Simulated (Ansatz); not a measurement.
Total energies of Li3H⁻ (the lowest doublet isomer of a short search) from Ansatz at PBE0-D4/def2-TZVPD, gas phase (1 Eh = 27.2114 eV = 2625.5 kJ/mol). The reference geometry is relaxed at PBE0-D4/def2-TZVPD.

```csv
atom,x (Å),y (Å),z (Å)
Li1,-1.340,-1.927,0.314
Li2,-0.864,1.061,-0.292
Li3,1.331,-0.389,0.183
H4,0.874,1.256,-0.204
```

| state | geometry | energy (Eh) |
| --- | --- | --- |
| charge -1 doublet | reference | -23.08854 |
| charge 0 singlet | reference | -23.07176 |
| charge -1 quartet | relaxed at PBE0-D4/def2-TZVPD | -23.08502 |

Work out the vertical ionisation energy to the singlet.

E(charge 0 singlet) − E(charge -1 doublet) = -23.07176 − (-23.08854) = 0.01678 Eh = 0.46 eV. For comparison, −ε of the highest occupied level of the spin that leaves is -0.56 eV at this level, 1.02 eV less.

Which of the charge -1 states is lowest, and how far above it are the others?

The doublet, but by less than the method's error, so the order isn't settled. quartet: -23.08502 − (-23.08854) = 0.00352 Eh = 9.2 kJ/mol. The quartet differs in its bonds from the reference.

At PBE0-D4/def2-TZVPD the highest occupied level of the charge -1 doublet lies above zero (up to 0.56 eV). By energy differences its removal costs 0.46 eV (vertical, to the charge 0 singlet, at PBE0-D4/def2-TZVPD); a positive level beside a positive removal energy at the same level points to self-interaction error. The restricted singlet is unstable towards broken spin symmetry in Hartree–Fock (as tested in another run); at PBE0-D4/def2-TZVPD this wasn't settled. 

The structure comes from a short search, and lower isomers may exist.
